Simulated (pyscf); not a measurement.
Single points on ωB97X-D3(BJ)/def2-SVP structures (PySCF, gas phase). Correlated levels are frozen-core, on RHF or UHF. ΔMP2 is the change of the MP2 total energy from the triple- to the quadruple-zeta basis.

SMILES: C[C]Cl
```xyz
6

C     -0.0945    -0.1207    -0.1106
C      0.9149     0.8212    -0.6536
Cl     1.7363     1.5938     0.6321
H     -1.0419     0.4399    -0.2568
H     -0.1813    -0.9947    -0.7760
H     -0.0107    -0.4111     0.9506
```

### Question
What is the homolytic dissociation enthalpy (298 K, CCSD(T)/def2-TZVPP + ΔMP2(QZVPP)) of the C–H bond of H₃C–C:–Cl [singlet], to H₂C=C•–Cl + H•?

### Answer
C–H to H₂C=C•–Cl + H•: 53.0 kcal/mol. The radicals are drawn with the spin at the cut bond; how far it spreads was not checked. H₃C–C:–Cl [singlet] lies 56.0 kcal/mol over its isomer H₂C=CH–Cl, and others may lie lower still (electronic energy, ωB97M-D3(BJ)). Other isomers of H₂C=C•–Cl were not searched in full and may lie lower. A restricted singlet here is unstable towards spin polarisation, as is usual where a triplet lies low; its energy is less safe. The CCSD(T) − MP2 part came from Ansatz, without density fitting, on the same reference. A UHF reference is spin-contaminated (<S²> up to 0.98), which harms MP2 most.
